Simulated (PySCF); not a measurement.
One of the candidates below gave these computed data.

All candidates are C4H10P (charge +1).

- UV, first state: lowest singlet excitation: 7.09 eV (175 nm, f = 0.032) [TDDFT CAM-B3LYP/def2-SVPD]
- XPS: P2p3/2 143.7, C1s 294.9, C1s 295.5, C1s 296.5, C1s 296.8, P1s 2157.3 eV [ΔSCF SCAN, pcX-2 on the ionised atom, pcseg-1 elsewhere, spin-free X2C, 2p3/2 from a spin–orbit splitting computed afterwards within the 2p shell]
- Rotational structure: rotational constants A, B, C: 6.587, 2.847, 2.484 GHz [GFN2-xTB]
- UV, strongest line: among the 8 lowest singlet transitions: S2 at 7.44 eV (167 nm, f = 0.139) [TDDFT CAM-B3LYP/def2-SVPD]
- NMR, other nuclei: isotropic shieldings of nuclei other than C and H, by class: 537 (1 P) ppm [GIAO PBE0/pcSseg-1]
- 13C NMR: chemical shifts (computed TMS as zero) by class: 38.4 (1 C), 21.8 (1 C), 12.0 (1 C), 6.6 (1 C) ppm [GIAO PBE0/pcSseg-1]

Electronic properties: PySCF, gas phase, density fitting. Levels stand in brackets. Geometry: GFN2-xTB, one conformer, isolated ion. NMR classes are plain means over equivalent atoms (diastereotopic ones count apart unless rotation or inversion swaps them), as if these changed places fast.

Question: Which candidate is it?
A. `CC[C@H]1C[PH2+]1`
B. `C[C@@H]1CC[PH2+]1`
C. `C[PH+]1CCC1`
D. `C/C=C\[PH2+]C`
E. `C[C@@H]1[PH2+][C@@H]1C`

Answer: A. It is `CC[C@H]1C[PH2+]1`. Numbering: `[CH3:1][CH2:2][C@H:3]1[CH2:4][PH2+:5]1`. 4 carbons fall into 4 classes; from least to most shielded: ring sp3 carbon bound to phosphorus [C3] (38.4 ppm), chain CH2 carbon [C2] (21.8 ppm), methyl carbon [C1] (12.0 ppm), ring sp3 carbon bound to phosphorus [C4] (6.6 ppm). The other shieldings belong to: 537 ppm, phosphonium phosphorus [P5]. The core levels belong to: P2p3/2 143.7 eV, phosphonium phosphorus [P5]; C1s 294.9 eV, methyl carbon [C1]; C1s 295.5 eV, chain CH2 carbon [C2]; C1s 296.5 eV, sp3 carbon bound to phosphorus [C4]; C1s 296.8 eV, sp3 carbon bound to phosphorus [C3]; P1s 2157.3 eV, phosphonium phosphorus [P5]. The optimised geometry has point group C1 and is an asymmetric top.

The others, at the same levels:
- `C[PH+]1CCC1` fails: it has 3 carbon classes against 4; its computed 13C shifts are 26.1 (2 C), 22.3 (1 C), 10.4 (1 C) ppm and rotational constant A is 7.754 GHz (against 6.587 GHz).
- `C[C@@H]1CC[PH2+]1` fails: its computed 13C shifts are 41.8 (1 C), 34.9 (1 C), 21.2 (1 C), 16.1 (1 C) ppm and rotational constant A is 5.914 GHz (against 6.587 GHz).
- `C/C=C\[PH2+]C` fails: its computed 13C shifts are 180.8 (1 C), 99.6 (1 C), 25.2 (1 C), 5.6 (1 C) ppm and smallest rotational constant is 2.047 GHz (against 2.484 GHz).
- `C[C@@H]1[PH2+][C@@H]1C` fails: it has 2 carbon classes against 4; its computed 13C shifts are 114.6 (2 C), 18.7 (2 C) ppm, lowest singlet excitation is 5.85 eV (212 nm, f = 0.309) (against 7.09 eV) and rotational constant A is 4.397 GHz (against 6.587 GHz).

Each candidate is one conformer, not necessarily the lowest. The conformers computed, where there is a choice (atom-mapped SMILES and torsion angles):
- `[CH3:1][CH2:2][C@H:3]1[CH2:4][PH2+:5]1`: C1–C2–C3–C4 -57°
- `[CH3:1]/[CH:2]=[CH:3]\[PH2+:4][CH3:5]`: C2–C3–P4–C5 -80°
